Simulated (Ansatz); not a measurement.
# C3H6S2 (1,2-dithiolane): revPBE/def2-SVP

Aim: the vertical singlet–triplet gap of C3H6S2 (1,2-dithiolane) at revPBE/def2-SVP, from 2 runs. 

The calculation is run with Ansatz 0.2.0.

34 further runs of the same task are left out: 34 set aside as unsound or not needed. Runs told in other sessions of the task aren't counted.

## 1. Starting point

The species is C3H6S2 (11 atoms), meant as a singlet with charge 0. SMILES: `C1CSSC1`. The shape is that of a PBE0-D4/def2-TZVP optimisation. This is one conformer, not always the lowest.

Bond lengths: C1–C2 1.538 Å, C2–S3 1.809 Å, S3–S4 2.051 Å, C1–C5 1.537 Å, S4–C5 1.809 Å, C1–H6 1.092 Å, C1–H7 1.092 Å, C2–H8 1.091 Å, C2–H9 1.092 Å, C5–H10 1.092 Å, C5–H11 1.091 Å. Some angles: C1–C2–S3 108.9°, C2–C1–C5 111.8°, C2–S3–S4 91.1°, S3–S4–C5 91.1°, C1–C5–S4 108.9°, C1–C2–H8 110.9°, C1–C2–H9 112.3°, S3–C2–H8 108.4°, S3–C2–H9 107.5°, C2–C1–H6 110.1°.

## 2. The energy at revPBE/def2-SVP

molecule.yaml reads:

```yaml
crystal:
  periodic: [false, false, false]
  atoms:
    - {symbol: C, position_ang: [-0.396550, 0.604500, 0.214440]}
    - {symbol: C, position_ang: [-0.012890, -0.551730, 1.152530]}
    - {symbol: S, position_ang: [1.365860, -1.467590, 0.422440]}
    - {symbol: S, position_ang: [0.497060, -1.377810, -1.432750]}
    - {symbol: C, position_ang: [0.126470, 0.379240, -1.213670]}
    - {symbol: H, position_ang: [0.010150, 1.545120, 0.591820]}
    - {symbol: H, position_ang: [-1.484250, 0.701350, 0.205070]}
    - {symbol: H, position_ang: [-0.849150, -1.238940, 1.286410]}
    - {symbol: H, position_ang: [0.310830, -0.198400, 2.133780]}
    - {symbol: H, position_ang: [-0.608550, 0.656870, -1.972070]}
    - {symbol: H, position_ang: [1.041010, 0.947370, -1.387980]}
basis:
  gaussian: {orbitals: def2-SVP}
hamiltonian: {xc: {name: revPBE}}
accuracy: high
output: {orbitals: {seedname: orbitals}}
```

The run is started by

```
$ ansatz run molecule.yaml --threads 1 --pin off --max-ram 3480MiB --events-out events.jsonl --progress --plain --runs-dir runs
```

The log of the run:

```text
Warning: RAYON_NUM_THREADS=1 ignored (pool sized by the plan → 1); use --threads N
Functional definition: revPBE
  name "revPBE"
  parameter kappa = 1.245
  parameter beta = 0.06672455060314922
  exchange = pbe_x(kappa = kappa, mu = beta*pi^2/3)
  correlation = pbe_c(beta = beta)
2573 factors; integrals over basis functions are off by at most 3.9e-9 eV
mean field evaluation 1: about -24855.6624 eV, gradient 6.2e1 eV
mean field evaluation 2: about -24818.5737 eV, gradient 1.3e2 eV
mean field evaluation 4: about -24865.3660 eV, gradient 7.1e0 eV
mean field evaluation 8: about -24865.5125 eV, gradient 1.9e-1 eV
mean field evaluation 16: about -24865.5126 eV, gradient 4.7e-5 eV
mean field -24865.51259230 eV, -913.7907333171 hartree, gradient 1.5e-8 eV, S^2 0.000000; 0 other end points of the search recorded, 0 dependent functions left out
reference -24865.51259630 eV, -913.7907334643 hartree; 28, 28 occupied and 80, 80 virtual orbitals, 2573 factors
Total energy: -24865.51259630 eV, -913.7907334643 hartree
```

Wall time 11 s (1 thread of Intel Xeon Platinum 8175M at 2.50GHz (Skylake/Cascade Lake), shared host); peak memory 0.35 GiB.

## 3. The triplet at the same level

run.yaml reads:

```yaml
basis:
  gaussian:
    orbitals: def2-SVP
crystal:
  periodic: [false, false, false]
  atoms:
    - {symbol: C, position_ang: [-0.396550, 0.604500, 0.214440]}
    - {symbol: C, position_ang: [-0.012890, -0.551730, 1.152530]}
    - {symbol: S, position_ang: [1.365860, -1.467590, 0.422440]}
    - {symbol: S, position_ang: [0.497060, -1.377810, -1.432750]}
    - {symbol: C, position_ang: [0.126470, 0.379240, -1.213670]}
    - {symbol: H, position_ang: [0.010150, 1.545120, 0.591820]}
    - {symbol: H, position_ang: [-1.484250, 0.701350, 0.205070]}
    - {symbol: H, position_ang: [-0.849150, -1.238940, 1.286410]}
    - {symbol: H, position_ang: [0.310830, -0.198400, 2.133780]}
    - {symbol: H, position_ang: [-0.608550, 0.656870, -1.972070]}
    - {symbol: H, position_ang: [1.041010, 0.947370, -1.387980]}
hamiltonian:
  xc: {name: revPBE}
accuracy: high
magnetization:
  spin_polarized: true
  initial_magnetization: 2
output: {orbitals: {seedname: orbitals}}
```

The run is started by

```
$ ansatz run run.yaml --threads 1 --pin off --max-ram 3480MiB --events-out events.jsonl --progress --plain --runs-dir runs
```

The log of the run, shortened:

```text
Warning: RAYON_NUM_THREADS=1 ignored (pool sized by the plan → 1); use --threads N
[... 6 set-up lines as earlier in the session ...]
2575 factors; integrals over basis functions are off by at most 3.9e-9 eV
mean field evaluation 1: about -24851.7025 eV, gradient 4.5e1 eV
mean field evaluation 2: about -24807.3209 eV, gradient 9.2e1 eV
mean field evaluation 4: about -24862.1821 eV, gradient 4.2e0 eV
mean field evaluation 8: about -24862.2759 eV, gradient 2.9e-1 eV
mean field evaluation 16: about -24862.2764 eV, gradient 6.0e-4 eV
mean field evaluation 32: about -24860.3714 eV, gradient 3.7e-1 eV
mean field -24862.27641564 eV, -913.6718060184 hartree, gradient 8.4e-8 eV, S^2 2.003842; 1 other end points of the search recorded, 0 dependent functions left out
reference -24862.27641964 eV, -913.6718061656 hartree; 29, 27 occupied and 79, 81 virtual orbitals, 2575 factors
Total energy: -24862.27641964 eV, -913.6718061656 hartree
```

Run time: 20 s. Hardware: 1 thread of Intel Xeon Platinum 8175M at 2.50GHz (Skylake/Cascade Lake), shared host; peak memory 0.43 GiB.

## 4. Results

Level: revPBE/def2-SVP.

| quantity | value |
| --- | --- |
| singlet: total energy | -913.79073 Eh |
| singlet: HOMO energy | -4.72 eV |
| singlet: LUMO energy | -1.16 eV |
| singlet: HOMO–LUMO gap | 3.56 eV |
| triplet: total energy | -913.67181 Eh |
| triplet: HOMO energy (highest over α and β) | -1.44 eV |
| triplet: ⟨S²⟩ | 2.004 |
| vertical energy of the triplet above the singlet | 3.236 eV |

At this shape the triplet lies 3.24 eV (312 kJ/mol) above the singlet.
